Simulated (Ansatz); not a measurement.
A made-up structure of BSiNH3, doublet:

```
6
angstrom
N 1.0127 -2.2128 1.0533
B 0.5296 -1.1094 0.5401
Si -0.2364 0.5411 -0.2509
H 0.7908 -1.3024 1.6433
H 0.7532 1.1737 -1.1561
H -0.6196 1.4802 0.8312
```

It is relaxed with PBE-D4/def2-SVP and then PBE0-D4/def2-TZVP (Ansatz 0.2.0). Atoms count as bonded within 1.22 times the sum of their covalent radii (H–H: 0.88 Å). The end point is not checked to be a true minimum.

Question: Does its bonding change? (A judgement: the text doesn't fix the answer.)

Answer: By the calculation: Yes. Formed: none; broken: B2–H4.

Where it ends: The first stage lowers the energy by 2.10 eV in 12 steps. It ends as BSiNH₃ ([NH][B][SiH2]):
```json
{"atom": "N1", "x (Å)": "0.9212", "y (Å)": "-1.7625", "z (Å)": "1.3381"}
{"atom": "B2", "x (Å)": "0.4980", "y (Å)": "-0.7872", "z (Å)": "0.7018"}
{"atom": "Si3", "x (Å)": "-0.2468", "y (Å)": "0.6774", "z (Å)": "-0.3514"}
{"atom": "H4", "x (Å)": "1.2722", "y (Å)": "-2.5330", "z (Å)": "1.8557"}
{"atom": "H5", "x (Å)": "0.6970", "y (Å)": "1.2490", "z (Å)": "-1.3423"}
{"atom": "H6", "x (Å)": "-0.9114", "y (Å)": "1.7266", "z (Å)": "0.4591"}
```

Labels in which every atom is bracketed show which atoms are joined, not bond orders.

For scale, one of the runs: PBE0-D4/def2-TZVP relaxation, 117 basis functions, launched by `ansatz run in.yaml --threads 2 --pin off --events-out ev --progress --plain --max-ram 4352MiB`. Hardware: 2 CPU threads of an Arm Neoverse V2, shared host. Wall time about 14 s.
